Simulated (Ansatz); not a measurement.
A made-up structure of CH₂OS, closed shell:

| atom | x (Å) | y (Å) | z (Å) |
| --- | --- | --- | --- |
| O1 | 1.6743 | 1.2188 | -2.0444 |
| C2 | -0.4336 | -0.3617 | -0.0827 |
| S3 | 0.8488 | 0.7237 | -0.6311 |
| H4 | -0.9698 | -0.7938 | -0.9475 |
| H5 | 1.2599 | 1.0435 | 0.6085 |

It is relaxed with PBE-D4/def2-SVP and then PBE0-D4/def2-TZVP (Ansatz 0.2.0). Atoms count as bonded within 1.22 times the sum of their covalent radii (H–H: 0.88 Å). The end point is not checked to be a true minimum.

Problem. Does its bonding change? (A judgement: the text doesn't fix the answer.)

Solution. By the calculation: No: no bond forms or breaks.

Where it ends: The first stage lowers the energy by 1.14 eV in 8 steps. It ends as CH₂OS ([CH][SH][O]):
```json
{"atom": "O1", "x (Å)": "1.5354", "y (Å)": "1.1440", "z (Å)": "-1.7814"}
{"atom": "C2", "x (Å)": "-0.3677", "y (Å)": "-0.2816", "z (Å)": "-0.2000"}
{"atom": "S3", "x (Å)": "0.8056", "y (Å)": "0.6277", "z (Å)": "-0.6325"}
{"atom": "H4", "x (Å)": "-0.9470", "y (Å)": "-0.7859", "z (Å)": "-0.9733"}
{"atom": "H5", "x (Å)": "1.3532", "y (Å)": "1.1261", "z (Å)": "0.4901"}
```

Labels in which every atom is bracketed show which atoms are joined, not bond orders.

For scale, one of the runs: PBE0-D4/def2-TZVP relaxation, 111 basis functions, launched by `ansatz run in.yaml --threads 2 --pin off --events-out ev --progress --plain --max-ram 4352MiB`. Hardware: 2 CPU threads of an Arm Neoverse V1, shared host. Wall time about 15 s.
